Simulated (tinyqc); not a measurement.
Starting guesses with DIIS over 6 matrices: SCF starting guesses in the sto-6g basis, for NH, spin multiplicity 3. Computed by the program tinyqc with PySCF. 

Geometry (angstrom):
```
atom       x       y       z
N     0.0000  0.0000  0.0000
H     0.0000  0.0000  1.7860
```

lowest solution found by these runs and by PySCF with stability checks = -54.725698 hartree

UHF with one setting changed at a time; a run stops when the energy changes by less than 1e-09 hartree and the error matrix is below 1e-5. Starts: the lowest orbitals of the core Hamiltonian, of the Wolfsberg-Helmholz matrix (K = 1.75), projected atomic densities, random orbitals, and the highest orbitals of the core Hamiltonian (a deliberately bad start).

Largest element of the error matrix X^T (FDS - SDF) X:
```
iteration     core  Wolfsberg-Helmholz  atomic densities   random  highest core orbitals
1          1.2e-01             2.3e-01           1.3e-01  4.5e+00                1.0e-01
2          2.1e-01             2.4e-01           4.4e-02  1.7e-01                3.5e-01
3          1.1e-01             1.4e-01           5.3e-02  1.9e-01                3.2e-01
4          7.6e-02             3.5e-02           5.0e-02  7.2e-02                2.4e-01
5          4.7e-02             2.8e-03           1.2e-02  6.2e-02                1.3e-01
6          7.3e-03             9.4e-04           3.1e-03  7.0e-02                1.3e-01
8          3.1e-03             5.0e-05           1.2e-03  1.9e-02                7.8e-02
10         1.3e-05             2.0e-07           7.2e-06  6.1e-03                8.0e-02
14               -                   -                 -  2.1e-04                4.9e-02
20               -                   -                 -        -                3.2e-02
30               -                   -                 -        -                3.2e-02
45               -                   -                 -        -                4.0e-02
60               -                   -                 -        -                3.3e-02
```

How each run ends:
```
run                    iterations  E (hartree)                    state
core                           12   -54.623512                   higher
Wolfsberg-Helmholz             10   -54.725698             lowest found
atomic densities               11   -54.623512                   higher
random                         19   -54.623512                   higher
highest core orbitals         >60   -54.340257  wanders without falling
```

1 of 5 runs reach the lowest solution found, in 10 to 10 iterations (fastest: Wolfsberg-Helmholz). Ending on a higher stationary point: core, atomic densities, random; a small error matrix cannot reveal that, and an occupation fixed by the start is kept by symmetry or by the shape of the basin. Not converged: highest core orbitals. The first errors are 1e-01, 2e-01, 1e-01, 4e+00, 1e-01; the deliberately bad start has the smallest one, so a small first error does not mark a good start.
